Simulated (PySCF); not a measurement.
SiC⁻: one state, many levels of theory

State: ²Σ⁺ (doublet), unpaired electrons σ ↑. Set-up: basis Si def2-TZVPPD, C def2-TZVPPD; no relativity; PySCF 2.14. De refers to Si⁻ + C in their high-spin ground configurations, without counterpoise correction. The functionals are run spin-unrestricted. A positive dipole points towards C; it is taken about the centre of mass and depends on that origin. Levels whose curve was spin-contaminated or gave no clean fit are not listed.

| Level | Re (Å) | ωe (cm⁻¹) | De (eV) | μ (D) | CPU s a point (SCF and correlation, without the integrals) |
| --- | --- | --- | --- | --- | --- |
| ROHF | 1.634 | 1186 | n/a | -1.79 | 0.81 |
| ROHF-MP2 | 1.705 | 950 | n/a | n/a | 1.4 |
| ROHF-SCS-MP2 | 1.701 | 965 | n/a | n/a | n/a |
| ROHF-CCSD | 1.675 | 1061 | n/a | n/a | n/a |
| ROHF-CCSD(T) | 1.691 | 1014 | n/a | n/a | 31 |
| PBE | 1.682 | 1036 | 5.86 | -1.97 | 1.5 |
| TPSS | 1.678 | 1039 | 5.53 | -1.84 | 2.4 |
| r²SCAN | 1.670 | 1059 | 5.42 | -1.72 | 2.4 |
| PBE0 | 1.666 | 1070 | 5.33 | -1.86 | 2.7 |
| M06-2X | 1.659 | 1088 | n/a | -1.99 | 3.2 |

The bond length runs from 1.634 Å (ROHF) to 1.705 Å (ROHF-MP2). De spans 5.33 eV (PBE0, global hybrid GGA) to 5.86 eV (PBE, GGA).

Correlated steps freeze 6 core orbitals. For an ion De counts to the pair picked by the measured ionisation energies or electron affinities, which need not be the lowest pair at this level. The highest Kohn–Sham level is positive in this anion. Much of that is self-interaction error, but it also means that the finite basis helps to hold the extra electron. The CCSD T1 diagnostic is raised, a sign that a single reference may not be enough here. UHF is strongly spin-contaminated for SiC⁻, so the ROHF reference used there is far from stable. The state is the lowest determinant that a PBE0 search found; another state may lie lower at other levels.

The whole job (state search and all levels along the bond) took about 6.3 min on 2 threads of Arm Neoverse V1 (shared host), peak memory 2.8 GiB.
